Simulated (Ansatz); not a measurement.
# C3H7NO: the cost of one run

Method: the levels named in each step, in Ansatz 0.2.0.

### Step 1. The structure to begin with

Bond lengths: C1–N2 1.443 Å, N2–C3 1.437 Å, N2–C4 1.343 Å, C4–O5 1.208 Å, C1–H6 1.091 Å, C1–H7 1.093 Å, C1–H8 1.088 Å, C3–H9 1.100 Å, C3–H10 1.087 Å, C3–H11 1.088 Å, C4–H12 1.106 Å. Angles (14 of 18 angles, heavy atoms first): C1–N2–C3 116.6°, C1–N2–C4 120.1°, C3–N2–C4 123.3°, N2–C4–O5 125.5°, N2–C1–H6 110.5°, N2–C1–H7 110.4°, N2–C1–H8 107.8°, N2–C3–H9 110.0°, N2–C3–H10 110.7°, N2–C3–H11 109.9°, N2–C4–H12 112.1°, O5–C4–H12 122.5°, H6–C1–H7 109.0°, H6–C1–H8 109.5°.

Structure file:

```xyz
12

C    -0.6612   -1.2589   -0.4908
N     0.3025   -0.2927   -0.0213
C     1.6570   -0.7526    0.1210
C    -0.0822    0.9634    0.2565
O    -1.2067    1.3915    0.1510
H    -0.3797   -1.6304   -1.4777
H    -0.7251   -2.1022    0.2020
H    -1.6283   -0.7633   -0.5510
H     1.6999   -1.5794    0.8452
H     2.0445   -1.1088   -0.8303
H     2.2865    0.0563    0.4862
H     0.7615    1.5893    0.6040
```

### Step 2. A rough first relaxation, PBE-D4/def2-SVP

This run stands in another session on the same molecule. It ended at:

```xyz
12

C    -0.6807   -1.2692   -0.4970
N     0.2995   -0.3123   -0.0263
C     1.6666   -0.7511    0.1297
C    -0.0864    0.9761    0.2592
O    -1.2205    1.4199    0.1520
H    -0.4114   -1.6575   -1.5039
H    -0.7615   -2.1353    0.1962
H    -1.6565   -0.7508   -0.5521
H     1.7476   -1.5842    0.8637
H     2.0945   -1.1078   -0.8341
H     2.2873    0.0921    0.4931
H     0.7901    1.5923    0.6143
```

### Step 3. Relaxation, PBE0-D4/def2-TZVPP

This run stands in another session on the same molecule. It ended at:

```xyz
12

C    -0.6732   -1.2633   -0.4936
N     0.2968   -0.3087   -0.0256
C     1.6547   -0.7485    0.1285
C    -0.0748    0.9607    0.2567
O    -1.1945    1.4084    0.1539
H    -0.3987   -1.6405   -1.4832
H    -0.7421   -2.1130    0.1922
H    -1.6395   -0.7669   -0.5516
H     1.7247   -1.5688    0.8500
H     2.0674   -1.0969   -0.8236
H     2.2686    0.0781    0.4873
H     0.7791    1.5715    0.6039
```

### Step 4. Frequencies, PBE0-D4/def2-TZVPP

The input, input.yaml:

```yaml
crystal:
  periodic: [false, false, false]
  atoms:
    - { symbol: C, position_ang: [-0.67321135, -1.26331292, -0.49359648] }
    - { symbol: "N", position_ang: [0.29684822, -0.30871339, -0.02556409] }
    - { symbol: C, position_ang: [1.65471496, -0.74853342, 0.12851724] }
    - { symbol: C, position_ang: [-0.07478159, 0.96068297, 0.25670351] }
    - { symbol: O, position_ang: [-1.19446613, 1.40843655, 0.15385955] }
    - { symbol: H, position_ang: [-0.3987079, -1.64046945, -1.48323498] }
    - { symbol: H, position_ang: [-0.74209082, -2.11300557, 0.19216496] }
    - { symbol: H, position_ang: [-1.6395013, -0.76686673, -0.55160898] }
    - { symbol: H, position_ang: [1.72470699, -1.56879135, 0.85001106] }
    - { symbol: H, position_ang: [2.06741762, -1.09689078, -0.82363168] }
    - { symbol: H, position_ang: [2.26855552, 0.07809164, 0.48727372] }
    - { symbol: H, position_ang: [0.7791258, 1.57148245, 0.60394616] }
basis:
  gaussian: { orbitals: def2-TZVPP }
hamiltonian:
  xc: pbe0
  dispersion: d4
phonons: {}
```

Launch:

```sh
$ ansatz run input.yaml --threads 4 --pin off --max-ram 10240MiB --backend cpu --events-out ev --progress --plain --runs-dir out
```

**Question.** How long does this run take on 4 threads of Arm Neoverse V1, shared host, and how much memory does it need?

About 3.6 min, with a peak of 0.69 GiB.
